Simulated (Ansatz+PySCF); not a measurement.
Values are calculated unless marked as measured or tabulated.
Several solutions for triplet O2

| atom | x (Å) | y (Å) | z (Å) |
| --- | --- | --- | --- |
| O | 0.0000 | 0.0000 | -0.6417 |
| O | 0.0000 | 0.0000 | 0.6417 |

Basis set: def2-SVP (spherical functions). Charge 0, multiplicity 3.

ROHF was run from several starts with Ansatz (development build ahead of 0.2.0) and PySCF 2.14.0.

| run | program | start | converged | energy (hartree) | <S²> |
| --- | --- | --- | --- | --- | --- |
| A | PySCF | guess minao, instabilities followed | yes | -149.45475 | 2.00 |
| B | PySCF | guess huckel, instabilities followed | yes | -149.45475 | 2.00 |
| C | PySCF | guess atom, instabilities followed | yes | -149.45475 | 2.00 |
| D | PySCF | program defaults | yes | -149.44651 | 2.00 |
| E | PySCF | guess 1e, instabilities followed | yes | -149.45475 | 2.00 |
| F | Ansatz | search for the lowest state | yes | -149.45475 | 2.00 |
| G | Ansatz | stability test followed | yes | -149.45475 | 2.00 |
| H | Ansatz | atomic start, no search | yes | -149.44651 | 2.00 |

(1) Which runs reached the lowest solution of this kind, and what is wrong with the others?

## Answers

(1) A, B, C, E, F, G reached the lowest solution found. Converged but too high: D by 0.22 eV, H by 0.22 eV. Convergence only shows a stationary point, and even a stable one can lie too high; stability tests and further starts are what find lower ones. Caution: the determinant breaks the point group.
